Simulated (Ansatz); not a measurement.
System: trigonal Te. Method: PBEsol in Ansatz (plane waves, PAW).

Input file:

Ansatz 0.2 input:
```yaml
crystal:
  lattice:
    - [2.1729283661, -3.7636223313, 0.0]
    - [2.1729283661, 3.7636223313, 0.0]
    - [0.0, 0.0, 5.9931089787]
  atoms:
    - { symbol: Te, position: [0.0, 0.2841117809, 0.6666666667] }
    - { symbol: Te, position: [0.7158882191, 0.7158882191, 0.0] }
    - { symbol: Te, position: [0.2841117809, 0.0, 0.3333333333] }
basis:
  ecutwfc: 520
  ecutrho_ratio: 4
  xc_grid: 2
kpoints:
  mp_grid: { grid: [12, 12, 6] }
hamiltonian:
  xc: pbesol
  dispersion: none
  pseudopotentials: { kind: paw }
scf:
  occupations: { method: fermi_dirac, width: 0.01 }
output:
  forces: true
  stress: true
  eigenvalues: true
relax:
  f_tol: 0.004
  escape_saddle: false
  max_steps: 80
  cell: { stress_tol: 0.02, fix: [volume] }
```

Excerpt of the program's output:

```
Relaxation: its limit of steps is 80 (relax.max_steps)
Crystal: 3 atoms, lattice volume = 98.024 Å³
Basis set: ecut = 520 eV, 2603 PW (Γ), exchange–correlation on 72×72×90 points (8 copies of the dense FFT grid, shifted against one another)
Bands: 29, of which v1, the nominal top of the filled ones, is band 24 counted from 1 (23 counted from 0)
Symmetry: 6 space group operations
Space group: P3121 (ITA 152), of the structure as read, at distance tolerance 4.6e-5 Å
k-points: 100 of 864 (time reversal used)
Functional: x = pbesol(κ = 0.804, μ = 0.12345679012345678), c = pbesol(β = 0.046)
SCF iter   1: F=—  HF=-20704.538622 eV  |F-HF|=—  |Δ(HF+E_count)|=         —  Δρ=2.03e-3  dr2=2.57e-3
SCF iter   2: F=—  HF=-20704.534957 eV  |F-HF|=—  |Δ(HF+E_count)|=   3.67e-3  Δρ=1.18e-3  dr2=9.26e-4
  ...
SCF 1 converged in 7 iterations: F = -20704.534992 eV  dr2 = 7.28e-8
Crystal: 3 atoms, lattice volume = 98.024 Å³
Basis set: ecut = 520 eV, 2609 PW (Γ), exchange–correlation on 72×72×90 points (8 copies of the dense FFT grid, shifted against one another)
Initial density: handed on by an earlier stage of this run
SCF 2 converged in 4 iterations: F = -20704.537529 eV  dr2 = 1.70e-7
Crystal: 3 atoms, lattice volume = 98.024 Å³
SCF 3 converged in 5 iterations: F = -20704.537659 eV  dr2 = 5.24e-10
Crystal: 3 atoms, lattice volume = 98.024 Å³
SCF iter   4: F=—  HF=-20704.537658 eV  |F-HF|=—  |Δ(HF+E_count)|=   2.91e-8  Δρ=1.49e-7  dr2=1.98e-11
SCF iter   5: F=-20704.537658 eV  HF=-20704.537658 eV  |F-HF|=1.09e-11  |Δ(HF+E_count)|=  1.09e-11  Δρ=3.70e-8  dr2=1.70e-12
SCF 4 converged in 5 iterations: F = -20704.537658 eV  dr2 = 1.70e-12
SCF converged after 5 iterations
Free energy (F): -20704.537658 eV
Internal energy: -20704.537620 eV  (E = F + TS)
E sigma→0 (E₀):  -20704.537639 eV
Fermi energy:    9.263948 eV
--- Forces (eV/Å), atoms counted from 1 ---
  atom   1  Te     0.00076874     0.00133150     0.00000000
  atom   2  Te    -0.00153749     0.00000000     0.00000000
  atom   3  Te     0.00076874    -0.00133150    -0.00000000
--- Stress (GPa, compression-positive) ---
       -0.589855      -0.000000       0.000000
       -0.000000      -0.589855      -0.000000
        0.000000      -0.000000      -0.588255
  P = ⅓ Tr σ = -0.5893 GPa (-5.893 kbar)
```

The cell is one volume of an energy–volume scan, off the minimum.

The PAW data were made under PBE.

Note: the cell comes from a level without a dispersion term, which matters for the spacing of layers, chains or molecules.

Ansatz is a first-principles code.
